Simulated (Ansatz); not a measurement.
Several settings on one geometry of SiFH3 (SiH₃F) (that of the charge 0 singlet, PBE0-D4/def2-TZVP). Ansatz on 4 threads of Intel Xeon on a shared host; times are rough.

```xyz
5

Si    0.000    0.000   -0.040
F     0.011   -0.019    1.559
H     1.403    0.011   -0.516
H    -0.711    1.222   -0.486
H    -0.703   -1.214   -0.517
```

Totals from different functionals, basis sets or treatments of relativity can't be compared as stabilities.

The 6-31G sets use Cartesian d functions. Correlated methods freeze no core orbitals.

The spins typed aren't always the lowest for that charge.

(1) Give the basis size and estimate the energy, ⟨S²⟩ and time of these runs.

```csv
run,method,charge,state,further keys
1,RKS PBE0/def2-mTZVP,0,singlet,nuclear_model: gaussian
2,"UHF, ccsd/6-31G*",1,doublet,electrons: all; diis_vectors: 2; scf: {lower_state_search: off}
3,RKS r2SCANh/STO-3G,0,singlet,scf: {omitted_lower_state_checks: [starts]}; forces asked
```

Answers

(1) 
```json
{"run": "1", "functions": "50", "energy (Eh)": "-391.0015", "⟨S²⟩": "–", "wall time": "1.1 s"}
{"run": "2", "functions": "40", "energy (Eh)": "-389.9756", "⟨S²⟩": "0.77", "wall time": "4.7 s"}
{"run": "3", "functions": "17", "energy (Eh)": "-386.2733", "⟨S²⟩": "–", "wall time": "1.4 s"}
```
